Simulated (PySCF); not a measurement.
Compound: C₅H₆S.
Numbering: `[CH3:1][c:2]1[cH:3][cH:4][s:5][cH:6]1` (hydrogens: H7, H8, H9 on C1; H10 on C3; H11 on C4; H12 on C6)

The same species was optimised twice, with GFN2-xTB and with PBE0-D3(BJ)/def2-SVP (PySCF), and the same property calculations (PySCF, gas phase) were run on both structures.

| coordinate | GFN2-xTB | PBE0-D3(BJ)/def2-SVP | change |
| --- | --- | --- | --- |
| C2–C6 (Å) | 1.358 | 1.373 | +0.015 |
| C3–C4 (Å) | 1.354 | 1.368 | +0.014 |
| C2–C3 (Å) | 1.422 | 1.431 | +0.009 |
| C1–C2 (Å) | 1.493 | 1.496 | +0.003 |
| C4–S5 (Å) | 1.720 | 1.717 | -0.003 |
| S5–C6 (Å) | 1.721 | 1.718 | -0.003 |
| C4–S5–C6 (°) | 90.8 | 91.7 | +0.9 |
| C1–C2–C3 (°) | 123.4 | 124.1 | +0.7 |
| C3–C4–S5 (°) | 112.0 | 111.5 | -0.5 |
| C3–C2–C6 (°) | 111.6 | 111.2 | -0.4 |
| C1–C2–C6 (°) | 125.0 | 124.8 | -0.2 |
| C2–C6–S5 (°) | 112.6 | 112.4 | -0.2 |
| C2–C3–C4 (°) | 113.0 | 113.1 | +0.1 |

Rotational constants: A = 7063, B = 2474, C = 1853 MHz (GFN2-xTB) against A = 6975, B = 2456, C = 1837 MHz (PBE0-D3(BJ)/def2-SVP). Point groups within 0.08 Å: Cs and Cs. Atoms that the bonding makes alike are paired by their places after alignment.

On the GFN2-xTB structure: HOMO (eV) -6.74 [PBE0/pcSseg-1]; LUMO (eV) -0.22 [PBE0/pcSseg-1]; dipole (D) 0.95 [PBE0/pcSseg-1]; GIAO shielding of C1 (ppm) 168.8 [PBE0/pcSseg-1]; GIAO shielding of C2 (ppm) 45.0 [PBE0/pcSseg-1]; GIAO shielding of C3 (ppm) 54.2 [PBE0/pcSseg-1]; GIAO shielding of C4 (ppm) 52.0 [PBE0/pcSseg-1]; GIAO shielding of S5 (ppm) 286.7 [PBE0/pcSseg-1]; GIAO shielding of C6 (ppm) 58.3 [PBE0/pcSseg-1].

**Question.** What do these properties become on the PBE0-D3(BJ)/def2-SVP structure?

**Answer.** 
| property | level | on GFN2-xTB | on PBE0-D3(BJ)/def2-SVP | change |
| --- | --- | --- | --- | --- |
| HOMO (eV) | PBE0/pcSseg-1 | -6.74 | -6.72 | +0.02 |
| LUMO (eV) | PBE0/pcSseg-1 | -0.22 | -0.27 | -0.05 |
| dipole (D) | PBE0/pcSseg-1 | 0.95 | 0.92 | -0.03 |
| energy, GFN2-xTB geometry as zero (kcal/mol) | PBE0/pcSseg-1 | 0.0 | -0.3 | -0.3 |
| GIAO shielding of C1 (ppm) | PBE0/pcSseg-1 | 168.8 | 167.0 | -1.8 |
| GIAO shielding of C2 (ppm) | PBE0/pcSseg-1 | 45.0 | 42.4 | -2.6 |
| GIAO shielding of C3 (ppm) | PBE0/pcSseg-1 | 54.2 | 51.1 | -3.1 |
| GIAO shielding of C4 (ppm) | PBE0/pcSseg-1 | 52.0 | 50.8 | -1.2 |
| GIAO shielding of S5 (ppm) | PBE0/pcSseg-1 | 286.7 | 284.7 | -2.0 |
| GIAO shielding of C6 (ppm) | PBE0/pcSseg-1 | 58.3 | 55.9 | -2.4 |

The heavy atoms differ by 0.010 Å rms after alignment. Among bonds between heavy atoms C2–C6 and C3–C4 change most and about equally (+0.014 to +0.015 Å). Changes are differences of the printed values. Neither structure is proved a minimum here.
